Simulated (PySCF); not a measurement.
Compound: C4H5ClO.
Atom-mapped SMILES: `[O:1]=[C:2]([Cl:3])[CH:4]1[CH2:5][CH2:6]1` (hydrogens: H7 on C4; H8, H9 on C5; H10, H11 on C6)

The same species was optimised twice, with GFN2-xTB and with PBE0-D3(BJ)/def2-SVP (PySCF), and the same property calculations (PySCF, gas phase) were run on both structures.

```tsv
coordinate	GFN2-xTB	PBE0-D3(BJ)/def2-SVP	change
C2–Cl3 (Å)	1.780	1.808	+0.028
C2–C4 (Å)	1.460	1.475	+0.015
O1=C2 (Å)	1.187	1.183	-0.004
C4–C5 (Å)	1.514	1.512	-0.002
C4–C6 (Å)	1.513	1.512	-0.001
C5–C6 (Å)	1.481	1.482	+0.001
O1–C2–C4 (°)	127.4	126.4	-1.0
O1–C2–Cl3 (°)	118.8	119.7	+0.9
C2–C4–C5 (°)	121.2	121.7	+0.5
C2–C4–C6 (°)	121.2	121.7	+0.5
Cl3–C2–C4 (°)	113.7	113.9	+0.2
C5–C4–C6 (°)	58.6	58.7	+0.1
C4–C6–C5 (°)	60.7	60.7	0.0
C4–C5–C6 (°)	60.7	60.7	0.0
O1–C2–C4–C5 (°)	145	145	0
```

Rotational constants: A = 4468, B = 2518, C = 1840 MHz (GFN2-xTB) against A = 4383, B = 2476, C = 1803 MHz (PBE0-D3(BJ)/def2-SVP). Point groups within 0.08 Å: Cs and Cs.

On the GFN2-xTB structure: HOMO (eV) -8.38 [PBE0/pcSseg-1]; LUMO (eV) -0.95 [PBE0/pcSseg-1]; dipole (D) 3.54 [PBE0/pcSseg-1]; GIAO shielding of O1 (ppm) -250.8 [PBE0/pcSseg-1]; GIAO shielding of C2 (ppm) 3.0 [PBE0/pcSseg-1]; GIAO shielding of Cl3 (ppm) 580.6 [PBE0/pcSseg-1]; GIAO shielding of C4 (ppm) 162.4 [PBE0/pcSseg-1]; GIAO shielding of C5/C6 (mean) (ppm) 172.7 [PBE0/pcSseg-1].

Problem. What do these properties become on the PBE0-D3(BJ)/def2-SVP structure?

Solution. 
```
                                    property          level  on GFN2-xTB  on PBE0-D3(BJ)/def2-SVP  change
                                   HOMO (eV)  PBE0/pcSseg-1        -8.38                    -8.44   -0.06
                                   LUMO (eV)  PBE0/pcSseg-1        -0.95                    -0.97   -0.02
                                  dipole (D)  PBE0/pcSseg-1         3.54                     3.49   -0.05
energy, GFN2-xTB geometry as zero (kcal/mol)  PBE0/pcSseg-1          0.0                     -0.5    -0.5
                  GIAO shielding of O1 (ppm)  PBE0/pcSseg-1       -250.8                   -246.5    +4.3
                  GIAO shielding of C2 (ppm)  PBE0/pcSseg-1          3.0                      2.7    -0.3
                 GIAO shielding of Cl3 (ppm)  PBE0/pcSseg-1        580.6                    570.5   -10.1
                  GIAO shielding of C4 (ppm)  PBE0/pcSseg-1        162.4                    159.9    -2.5
        GIAO shielding of C5/C6 (mean) (ppm)  PBE0/pcSseg-1        172.7                    171.9    -0.8
```

The heavy atoms differ by 0.019 Å rms after alignment. Among bonds between heavy atoms C2–Cl3 changes most (+0.028 Å). Changes are differences of the printed values. Neither structure is proved a minimum here.

Conformer computed: `[O:1]=[C:2]([Cl:3])[CH:4]1[CH2:5][CH2:6]1`: O1–C2–C4–C5 145°.
